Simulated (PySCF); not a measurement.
Fill in the blanks.

Naphthalene radical anion, C10H8 (charge -1 and doublet state).
Bonds: C1–C2 (aromatic), C2–C3 (aromatic), C3–C4 (aromatic), C4–C5 (aromatic), C5–C6 (aromatic), C6–C7 (aromatic), C7–C8 (aromatic), C8–C9 (aromatic), C9–C10 (aromatic), C1–C10 (aromatic), C4–C9 (aromatic). Hydrogens: H11 on C1; H12 on C2; H13 on C3; H14 on C5; H15 on C6; H16 on C7; H17 on C8; H18 on C10.

| property | level | value |
| --- | --- | --- |
| point group | PBE0-D3(BJ)/def2-SVP | D2h |
| rotational constants A, B, C | PBE0-D3(BJ)/def2-SVP | ? |
| isotropic g value | unrestricted B3LYP/IGLO-III on C, pcH-1 on H, mean-field spin–orbit | ? |
| spin squared ⟨S²⟩ | unrestricted B3LYP/IGLO-III on C, pcH-1 on H | ? |
| largest isotropic hyperfine couplings (means over sets of like nuclei) | unrestricted B3LYP/IGLO-III on C, pcH-1 on H | ? |

Gas-phase values; electronic properties from PySCF, density fitting. Geometry: PBE0-D3(BJ)/def2-SVP; no solvent, vibrations or thermal averaging. Whether the extra electron is bound in the gas phase wasn't checked; a finite basis holds it in any case. The geometry's basis has no diffuse functions, a weakness for an anion.

**Question.** What are the largest isotropic hyperfine couplings (means over sets of like nuclei)?

**Answer.** 13C +19.2 (C3/C5/C8/C10), 13C -16.6 (C4/C9), 1H -16.5 (H13/H14/H17/H18), 1H -5.1 (H11/H12/H15/H16), 13C -4.3 (C1/C2/C6/C7) MHz.

**Question.** What is the isotropic g value?

**Answer.** 2.00267.

**Question.** The spin squared ⟨S²⟩?

**Answer.** 0.760.

**Question.** Give the rotational constants A, B, C.

**Answer.** 3.136, 1.202, 0.869 GHz.

With B = h/(8π²I), that is 505.379 GHz u Å² over I, the principal moments of inertia are 161.2, 420.5 and 581.6 u Å² (most abundant isotopes); the inertial defect Ic − Ia − Ib is -0.1 u Å² (zero for a rigid planar frame, negative otherwise). ⟨S²⟩ is 0.010 above the pure-spin value S(S + 1) = 0.75. At 9.50 GHz, hν = g·μB·B₀ (B₀ the magnetic field) puts the centre of the isotropic spectrum, to first order, at 338.9 mT. The rotational constants make it an asymmetric top with κ = (2B − A − C)/(A − C) = -0.71, nearer the prolate limit (−1). g_iso is shifted by about +350 ppm from the free-electron value 2.002319.
